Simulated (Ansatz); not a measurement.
```yaml
crystal:
  periodic: [false, false, false]
  atoms:
    - {symbol: B, position_ang: [-0.465599, -0.190171, -0.001175]}
    - {symbol: Na, position_ang: [1.828951, -0.395529, 0.001931]}
    - {symbol: H, position_ang: [-1.363352, 0.585699, -0.000756]}
basis:
  gaussian: {orbitals: def2-TZVP}
magnetization: {spin_polarized: true, initial_magnetization: 1}
hamiltonian: {xc: pbe0}
relax: {f_tol: 0.004, max_steps: 80}
```

```sh
$ ansatz run in.yaml --threads 1 --pin off --events-out ev --progress --plain --max-ram 2176MiB
```

Steps of the relaxation (energy above the last step; positions in Å, forces in eV/Å):

```
3
step 1, 57.3 meV
B    -0.466   -0.190   -0.001   -0.084   -0.219   -0.001
Na    1.829   -0.396    0.002    0.666   -0.123    0.001
H    -1.363    0.586   -0.001   -0.582    0.341    0.000
```

```
3
step 2, 1.0 meV
B    -0.477   -0.138   -0.001    0.110   -0.041    0.000
Na    1.930   -0.439    0.002   -0.014   -0.007    0.000
H    -1.453    0.576   -0.001   -0.096    0.048    0.000
```

```
3
step 3, 0.3 meV
B    -0.469   -0.126   -0.001    0.020    0.010    0.000
Na    1.933   -0.445    0.002   -0.017   -0.002    0.000
H    -1.464    0.570   -0.001   -0.003   -0.008    0.000
```

```
3
step 5, 0.1 meV
B    -0.456   -0.099   -0.001    0.053   -0.037    0.000
Na    1.932   -0.455    0.002   -0.008    0.003    0.000
H    -1.476    0.554   -0.001   -0.045    0.034    0.000
```

```
3
step 6, 0.0 meV
B    -0.459   -0.108   -0.001    0.000    0.001    0.000
Na    1.931   -0.451    0.002    0.000    0.000    0.000
H    -1.473    0.560   -0.001    0.000    0.000    0.000
```

Close pairs at the end: B1–H3 1.214 Å, B1–Na2 2.415 Å.

A stationary point of unrestricted PBE0 after 6 steps, with ⟨S²⟩ = 0.756 against 0.75 for a pure state; no frequencies were run, so it isn't proven a minimum. 21 s on 1 thread of Intel Xeon Platinum 8375C, shared host.
